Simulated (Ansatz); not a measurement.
# C₃H₂ClF: how energies converge with the basis set

How large a basis does C₃H₂ClF need? Two functionals are run in growing sets.

Method: one geometry, several basis sets; program: Ansatz 0.2.0, Gaussian basis.

The runs, in order: PBE0-D4/def2-SVP; ωB97M-V/def2-SVP; PBE0-D4/def2-QZVPP; ωB97M-V/def2-QZVPP; the functionals' def2-TZVPP values are taken from earlier runs.

### Step 1. The geometry

An earlier PBE0-D4 in a triple-zeta def2 set relaxation fixed the geometry.

SMILES `FC1=CC1Cl`, 7 atoms, charge 0, spin multiplicity 1.

Atoms are counted from 1 here; the program's logs count them from 0.

Bond lengths: F1–C2 1.299 Å, C2–C3 1.288 Å, C2–C4 1.439 Å, C3–C4 1.503 Å, C3–H6 1.075 Å, C4–Cl5 1.797 Å, C4–H7 1.086 Å. Angles: F1–C2–C3 149.0°, F1–C2–C4 144.3°, C3–C2–C4 66.6°, C2–C3–C4 61.5°, C2–C3–H6 154.3°, C4–C3–H6 144.1°, C2–C4–C3 51.9°, C2–C4–Cl5 120.4°, C2–C4–H7 124.6°, C3–C4–Cl5 119.9°, C3–C4–H7 122.9°, Cl5–C4–H7 107.9°.

### Step 2. PBE0-D4 in def2-SVP

in.yaml reads:

```yaml
crystal:
  periodic: [false, false, false]
  atoms:
    - {symbol: F, position_ang: [0.415953, -2.094463, -0.334423]}
    - {symbol: C, position_ang: [0.254769, -0.851449, 0.006887]}
    - {symbol: C, position_ang: [0.154652, 0.033261, 0.937234]}
    - {symbol: C, position_ang: [0.000685, 0.474118, -0.491641]}
    - {symbol: Cl, position_ang: [-1.623553, 0.912028, -1.122889]}
    - {symbol: H, position_ang: [0.123879, 0.365720, 1.959336]}
    - {symbol: H, position_ang: [0.734815, 1.092786, -1.000205]}
basis:
  gaussian: {orbitals: def2-SVP}
hamiltonian: {xc: pbe0, dispersion: d4}
output: {orbitals: {seedname: orbitals}}
```

After this run come: ωB97M-V in def2-SVP; PBE0-D4 in def2-QZVPP; ωB97M-V in def2-QZVPP.

**Question.** What will the summary of the whole plan be? Wanted: PBE0-D4: double and triple zeta above quadruple; ωB97M-V: double and triple zeta above quadruple.

The runs gave:

| quantity | value |
| --- | --- |
| PBE0-D4: double and triple zeta above quadruple | 11.75, 0.68 eV |
| ωB97M-V: double and triple zeta above quadruple | 11.87, 0.64 eV |

PBE0-D4 gains 11.08 eV from double to triple zeta, then 0.68 eV more. Total energies overstate the basis error of differences, where much of it tends to cancel. The LUMO of ωB97M-V is positive and keeps falling with the basis (2.38 to 1.81 eV): an unbound level that the basis holds in place.
